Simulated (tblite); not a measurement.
Species: CH8BP.
Atom-mapped SMILES: `[CH3:1][BH2-:2][PH3+:3]` (hydrogens: H4, H5, H6 on C1; H7, H8 on B2; H9, H10, H11 on P3)

Computed with GFN2-xTB (tblite), gas phase: Langevin dynamics at 400 K from the optimised GFN2-xTB geometry, time step 0.5 fs, friction 0.01 fs⁻¹, 2000 steps.

Start geometry:
```
atom  x, y, z in Å
C1     -1.334    0.578    0.033
B2     -0.381   -0.697    0.390
P3      1.368   -0.163   -0.227
H4     -2.360    0.389    0.340
H5     -1.018    1.492    0.538
H6     -1.361    0.794   -1.037
H7     -0.240   -0.902    1.558
H8     -0.626   -1.690   -0.226
H9      1.527    0.172   -1.562
H10     1.933    0.993    0.287
H11     2.497   -0.962   -0.120
```

The statistics below take the 31 frames saved every 25 fs from 250 to 1000 fs; their kinetic temperature (all 3N coordinates) averages 361 K.

**Question.** Give the mean, spread and extremes of the bond lengths.

**Answer.** 
```csv
bond,start (Å),mean (Å),standard deviation (Å),shortest (Å),longest (Å)
C1–B2,1.631,1.639,0.042,1.563,1.747
B2–P3,1.931,1.980,0.074,1.870,2.177
C1–H4,1.088,1.093,0.034,1.029,1.163
C1–H5,1.091,1.095,0.026,1.039,1.137
C1–H6,1.091,1.095,0.021,1.050,1.139
B2–H7,1.194,1.210,0.062,1.106,1.355
B2–H8,1.194,1.199,0.030,1.148,1.274
P3–H9,1.385,1.392,0.037,1.335,1.491
P3–H10,1.385,1.391,0.043,1.320,1.470
P3–H11,1.387,1.396,0.038,1.336,1.464
```

**Question.** Give the same statistics for bond angles, one of each kind.

**Answer.** 
```
    angle  start (°)  mean (°)  standard deviation (°)  smallest (°)  largest (°)
 B2–C1–H4      110.7     110.7                     5.7         100.5        124.2
 B2–C1–H5      112.6     113.1                     6.4          98.1        126.4
 H4–C1–H5      106.7     106.0                     3.7          98.4        112.5
 C1–B2–P3      104.1     103.7                     5.8          94.1        115.2
 C1–B2–H7      114.7     115.3                     6.8         100.4        131.9
 P3–B2–H7      104.7     102.9                     5.5          92.0        117.9
 H7–B2–H8      112.7     113.9                     4.0         104.6        120.5
 B2–P3–H9      118.6     119.4                     8.8         103.3        142.1
B2–P3–H11      123.6     122.1                    10.0          97.2        140.0
H9–P3–H10       96.3      95.6                     4.6          89.1        107.2
H9–P3–H11       96.9      96.2                     5.7          86.2        107.9
```

**Question.** How far does each atom move about its mean position (frames aligned on the start, all atoms weighted alike), and what rms force does it feel?

**Answer.** 
| atom | rms displacement (Å) | rms force (eV/Å) |
| --- | --- | --- |
| C1 | 0.12 | 1.71 |
| B2 | 0.14 | 1.65 |
| P3 | 0.12 | 1.57 |
| H4 | 0.31 | 1.17 |
| H5 | 0.37 | 0.97 |
| H6 | 0.33 | 0.87 |
| H7 | 0.25 | 1.15 |
| H8 | 0.24 | 0.67 |
| H9 | 0.40 | 0.80 |
| H10 | 0.37 | 0.89 |
| H11 | 0.36 | 0.83 |

The displacements run from 0.12 to 0.40 Å, the largest at H9.

The run is classical and short, so these are rough statistics of one trajectory.

The cost below is that of the whole dynamics run. On an Intel Xeon Platinum 8488C with one thread, no GPU (shared host), this took 5.4 s wall and 0.18 GiB of memory at its peak.
